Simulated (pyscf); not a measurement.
Structures and frequencies: ωB97X-D3(BJ)/def2-SVP in PySCF. MP2 and CC: frozen core, UHF for open shells. ΔMP2 is the change of the MP2 total energy from the triple- to the quadruple-zeta basis.

**Question.** For HCl (SMILES Cl) + Al–Cl (SMILES [Al][Cl]) [singlet] → Cl–AlH–Cl (SMILES [Cl][AlH][Cl]), an insertion (singlet surface; Cl–H broken, Al–Cl, Al–H formed), PBE/def2-TZVP gives ΔE‡ = 11.2 kcal/mol and ΔE = -48.7 kcal/mol (zero: the separated reactants). In which direction and how far do M06-2X/def2-TZVP, ωB97M-D3(BJ)/def2-TZVP, CCSD(T)/def2-TZVPP + ΔMP2(QZVPP) move these?

**Answer.** M06-2X: ΔE‡ = 20.4 kcal/mol, ΔE = -50.8 kcal/mol; ωB97M-D3(BJ): ΔE‡ = 22.4 kcal/mol, ΔE = -49.7 kcal/mol; CCSD(T): ΔE‡ = 21.1 kcal/mol, ΔE = -51.4 kcal/mol. PBE's barrier lies under all of them, by 9.2 to 11.3 kcal/mol. Its reaction energy lies over all of them, by 1.0 to 2.7 kcal/mol. Low barriers are usual for a GGA, whose delocalisation error favours stretched bonds. One saddle was located; it need not be the lowest between these sides. The CCSD(T) − MP2 part came from Ansatz, without density fitting, on the same reference.
